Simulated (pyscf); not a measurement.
One hydrogen abstraction on the doublet surface with elements of a group swapped. ωB97M-D3(BJ)/def2-TZVP, kcal/mol, from the separated reactants. Single points on ωB97X-D3(BJ)/def2-SVP structures (PySCF, gas phase).

```csv
step,barrier,reaction energy,imaginary mode (i cm⁻¹)
[HN–Ti(NH₂)(Cl)–Cl]• + H₂ -> H₂N–Ti(NH₂)(Cl)–Cl + H•,8.3,-9.0,1106
[HN–Zr(NH₂)(Cl)–Cl]• + H₂ -> H₂N–Zr(NH₂)(Cl)–Cl + H•,7.9,-9.0,1197
```

Each row is the saddle that its search found. Open-shell species with a d-block atom are single-reference here; other states, and whether the spin sits on metal or ligand, were not checked. Elements past Kr carry the def2 core potentials, without spin-orbit coupling.
